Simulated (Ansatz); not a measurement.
System: diamond-structure Si. Method: LDA (plane waves, PAW; Ansatz, a quantum-chemistry and plane-wave program).

Run with plane-wave cutoff 500 eV, 8×8×1 k mesh (along the axes of the cell as run), gaussian smearing 0.02 eV, scalar-relativistic PAW data made under PBE.

**Question.** Give the computed surface energy of the (100) face.

**Answer.** 
surface energy of the (100) face: 2.38 J/m²

The slab of 12 atoms is relaxed and unreconstructed.

Computed values are for the static lattice.
